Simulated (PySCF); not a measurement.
Working out the ionisation energy of Ar

Ar [Ar] (1S) → Ar⁺ [Ne] 3s2 3p5 (2P). All numbers are calculated (PySCF 2.14, scalar relativity by spin-free X2C-1e, in ANO-RCC-VTZP (5s4p2d1f, 34 functions)). Frozen: [Ne]. Energies in hartree (1 hartree = 27.21139 eV):

```
            part   Ar (lower)  Ar⁺ (upper)
             UHF  -528.624651  -528.090217
CCSD correlation    -0.228640    -0.193082
             (T)    -0.007110    -0.005356
```

Task: What does Hartree-Fock give?

Result: (-528.090217) − (-528.624651) = 0.534434 hartree = 14.543 eV.

Task: What do CCSD and CCSD(T) give?

Result: The CCSD correlation energies differ by 0.035558 hartree = 0.968 eV and the triples by 0.001754 hartree = 0.048 eV, so CCSD gives 15.511 eV and CCSD(T) 15.559 eV.

Measured between the centres of the two terms (NIST): 15.819 eV, so CCSD(T) (valence) is off by -0.260 eV.

What remains against the reference includes basis incompleteness, the frozen core and higher excitations.
